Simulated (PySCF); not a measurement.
`CC(C)(C)C`, C$_{5}$H$_{12}$

Geometry:
```tsv
atom	x (Å)	y (Å)	z (Å)
C1	-0.348	-0.456	1.417
C2	-0.001	0.001	-0.001
C3	0.136	1.525	-0.028
C4	-1.112	-0.429	-0.962
C5	1.322	-0.637	-0.431
H6	-1.287	-0.014	1.743
H7	-0.447	-1.538	1.456
H8	0.431	-0.158	2.116
H9	0.384	1.870	-1.029
H10	-0.795	1.999	0.276
H11	0.922	1.849	0.651
H12	-2.061	0.017	-0.673
H13	-1.226	-1.511	-0.955
H14	-0.882	-0.116	-1.978
H15	1.244	-1.722	-0.420
H16	2.123	-0.345	0.244
H17	1.591	-0.323	-1.437
```

Theory: GIAO BHandHLYP/pcSseg-1 magnetisability, rotational g tensor and spin-rotation constants, non-relativistic, gas phase (PySCF). Geometry: GFN2-xTB.

Give the nuclear spin-rotation constants along the inertial axes (H = +C I·J) beside the isotropic shieldings.

Rotational constants 4.4830, 4.4814, 4.4779 GHz. A star marks the isotopologue with that one atom substituted, in its own axes.
| atom | isotope | Caa (kHz) | Cbb (kHz) | Ccc (kHz) | mean (kHz) | σ (ppm) |
| --- | --- | --- | --- | --- | --- | --- |
| H6 | 1H | -0.300 | -0.300 | -0.299 | -0.299 | 30.9 |
| H7 | 1H | -0.300 | -0.300 | -0.299 | -0.299 | 30.9 |
| H8 | 1H | -0.300 | -0.300 | -0.299 | -0.300 | 30.9 |
| H9 | 1H | -0.300 | -0.299 | -0.299 | -0.299 | 30.9 |
| H10 | 1H | -0.300 | -0.299 | -0.299 | -0.299 | 30.9 |
| H11 | 1H | -0.300 | -0.300 | -0.299 | -0.299 | 30.9 |
| H12 | 1H | -0.299 | -0.299 | -0.299 | -0.299 | 30.9 |
| H13 | 1H | -0.299 | -0.299 | -0.299 | -0.299 | 30.9 |
| H14 | 1H | -0.299 | -0.299 | -0.299 | -0.299 | 30.9 |
| H15 | 1H | -0.300 | -0.299 | -0.299 | -0.299 | 30.9 |
| H16 | 1H | -0.300 | -0.299 | -0.299 | -0.299 | 30.9 |
| H17 | 1H | -0.300 | -0.299 | -0.299 | -0.299 | 30.9 |
| C1 | 13C* | 0.580 | 0.811 | 0.811 | 0.734 | 153.7 |
| C2 | 13C* | 0.716 | 0.715 | 0.715 | 0.715 | 157.5 |

Where two moments of inertia are equal or nearly so, the constants along those axes are given as their average.
For the geometry as given, no vibrational averaging.

How do the rotational constants and the g tensor change when H6, H7, H8, H9, H10, H11, H12, H13, H14, H15, H16, H17 are replaced by deuterium?

Constants 3.3576, 3.3565, 3.3539 GHz; g 0.0051, 0.0051, 0.0051, against 0.0068, 0.0068, 0.0068 before.
